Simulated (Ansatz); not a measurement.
Basis-set extrapolation for `C#CCCCO` (PBE0-D4/def2-TZVP geometry, frozen core, Ansatz 0.2.0). Multiplicity 1, RHF reference.

```tsv
	def2-TZVPP	def2-QZVPP
HF	-268.894878	-268.907093
MP2 correlation	-1.059293	-1.130958
CCSD(T) correlation	-1.146542	not run
```

Energies in hartree. Use E(X) = E(∞) + A·exp(−7.88·√X) for Hartree–Fock and E(X) = E(∞) + B·X^(−2.97) for correlation, with X = 3 and 4, and add CCSD(T) minus MP2 of the smaller set to the MP2 limit.

Question: What is the CCSD(T) energy at the basis-set limit?

Answer: HF limit: -268.907093 + (-0.012215) × 0.13774 = -268.90878. MP2 limit: -1.130958 + (-0.071665) × 0.74074 = -1.18404. Higher-order term: -1.146542 − (-1.059293) = -0.08725. Total: -270.18007 hartree, 364.0 kJ/mol below CCSD(T)/def2-TZVPP.
